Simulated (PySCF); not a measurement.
Frontier orbitals and the lowest excitations

CH3BH2, CH5B.
SMILES with atom numbers: `[BH2:1][CH3:2]` (hydrogens: H3, H4 on B1; H5, H6, H7 on C2)

Structure used (PBE0-D3(BJ)/def2-TZVP), in Å, numbered top down from 1:
```
atom  x, y, z in Å
B1     0.697    0.092   -0.544
C2    -0.530   -0.127    0.379
H3     1.436   -0.799   -0.851
H4     0.943    1.193   -0.950
H5    -0.328    0.414    1.317
H6    -0.760   -1.162    0.630
H7    -1.424    0.361   -0.023
```

Level of theory: TDDFT CAM-B3LYP/aug-cc-pVTZ, vertical, gas phase, core orbitals frozen in the response in PySCF. Isolated species at its PBE0-D3(BJ)/def2-TZVP geometry, gas phase.

Frontier orbitals with the atoms that hold most of them (Löwdin shares over 4%, at most four atoms; ? is withheld):

```
orbital  ε (eV)                           atoms
 LUMO+2    0.77     B1 74%, H6 9%, C2 9%, H7 5%
 LUMO+1    0.32  H5 25%, H7 23%, H6 22%, H4 13%
   LUMO   -0.26  B1 57%, C2 15%, H3 11%, H4 10%
   HOMO       ?                               ?
 HOMO-1  -10.96                               ?
 HOMO-2  -12.73  C2 49%, H5 18%, H7 15%, B1 11%
 HOMO-3  -13.26   C2 41%, B1 17%, H6 16%, H7 9%
```

Question: Give the leading atoms of the HOMO.

Answer: B1 (bonded to C and 2 H) 38%; H3 (bonded to B) 19%; H4 (bonded to B) 18%; C2 (bonded to B and 3 H) 16%. By element: boron 38%, hydrogen 37% or more, carbon 16%.

Question: Which atoms hold the HOMO-1, and with what shares?

Answer: C2 (bonded to B and 3 H) 36%; B1 (bonded to C and 2 H) 30%; H4 (bonded to B) 10%; H3 (bonded to B) 8%. By element: carbon 36%, boron 30%, hydrogen 18% or more.

Question: What is the HOMO energy, and the HOMO–LUMO gap?

Answer: ε(HOMO) = -10.47 eV; the gap is 10.21 eV (0.3752 hartree).

Question: How does S1 compare with the orbital gap of 10.21 eV?

Answer: S1 is at 5.81 eV (f = 0.0001), 4.40 eV below the gap, made of HOMO→LUMO (92%). Without the coupling terms of the response equations the lowest excitation would equal the gap.

Question: One configuration dominates each of S1, S2, S3 and S4. Which, and how do the shares of the two leading atoms of either orbital change from the occupied to the empty one?

Answer: 
- S1 (5.81 eV, f 0.0001), HOMO→LUMO (92%): B1 38% → 57%, H3 19% → 11%, C2 16% → 15%
- S2 (6.23 eV, f 0.0015), HOMO-1→LUMO (93%): C2 36% → 15%, B1 30% → 57%
- S3 (8.27 eV, f 0.0068), HOMO→LUMO+1 (87%): B1 38% → at most 13%, H3 19% → at most 13%, H5 at most 10% → 25%, H7 at most 10% → 23%
- S4 (8.70 eV, f 0.022), HOMO-1→LUMO+1 (85%): C2 36% → at most 13%, B1 30% → at most 13%, H5 at most 8% → 25%, H7 at most 8% → 23%
